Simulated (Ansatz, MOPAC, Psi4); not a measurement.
Species: C$_{3}$H$_{6}$Cl (charge 0, doublet). SMILES: CC[CH]Cl
Structure (B3LYP-D3(BJ)/def2-TZVP (Ansatz, an electronic-structure program) minimum search):
```xyz
10

C      0.9000    -0.6643     0.0234
C      2.3619    -0.2179     0.0389
C     -0.0299     0.4815    -0.1187
H      0.6605    -1.2154     0.9391
H      0.7417    -1.3804    -0.7971
H      3.0262    -1.0779     0.1305
Cl    -1.7205     0.2293     0.0384
H      2.6221     0.3083    -0.8818
H      2.5581     0.4531     0.8767
H      0.2469     1.4178    -0.5809
```
Charge 0, spin multiplicity 2.

Wanted: enthalpy of formation at 298 K, in kcal/mol. Conventions: no dispersion term unless named; LANL2DZ with its own core potentials from Na on; 6-311+G** with 5d, 6d on Na to Ar in Ansatz; spin-orbit terms left out; 6-31G* and kin with 6d, 5d where marked; valence correlation only; UHF or UKS for open shells; non-relativistic. CBS marks a two-point X^-3 extrapolation of the correlation energy; Hartree-Fock from the larger set. The bracket is a focal-point correction in the basis named. Ab initio and DFT rows: single points at B3LYP-D3(BJ) geometries (Ansatz), with unscaled harmonic terms from B3LYP/6-31G* at its own minima, enthalpies of formation by atomisation with measured atoms. Semi-empirical rows: MOPAC heats of formation at their own minima for 298 K.

Coupled cluster (Ansatz) is a level with limits of its own, used here on species with T1 under 0.025 (0.045 for open shells) and stable references: RI-MP2/CBS(cc-pV(T+d)Z,cc-pV(Q+d)Z)+[CCSD(T)-MP2]/cc-pV(D+d)Z.

Value to compare with, RI-MP2/CBS(cc-pV(T+d)Z,cc-pV(Q+d)Z)+[CCSD(T)-MP2]/cc-pV(D+d)Z (Ansatz): 13.8 kcal/mol.

| level | program | enthalpy of formation at 298 K (kcal/mol) | difference |
|---|---|---|---|
| MNDO | MOPAC | -6.8 | -20.6 |
| B3LYP/LANL2DZ | Ansatz | 51.2 | 37.4 |
| B3LYP/6-31G* | Ansatz | 18.3 | 4.5 |
| B3LYP/6-31+G* | Ansatz | 25.4 | 11.6 |
| wB97X-D/6-311+G** | Psi4 | 19.4 | 5.6 |
| MP2/LANL2DZ | Ansatz | 158.8 | 145.0 |
| MP2/6-31G* | Ansatz | 82.7 | 68.9 |
| PBE/def2-TZVPD | Ansatz | -3.7 | -17.5 |
| wB97M-V/def2-TZVPD | Ansatz | 12.4 | -1.4 |

Among the 7 habitual levels, MP2/LANL2DZ lies farthest from RI-MP2/CBS(cc-pV(T+d)Z,cc-pV(Q+d)Z)+[CCSD(T)-MP2]/cc-pV(D+d)Z (Ansatz) (145.0 kcal/mol) and B3LYP/6-31G* nearest (4.5); 6 of 7 lie above it, and their mean absolute difference is 41.9 kcal/mol, the median 20.6. One case shows no general order.

The levels are drawn from those run, B3LYP/6-31G* more often than the rest, none by its result; runs whose electronic state is in doubt are left out.
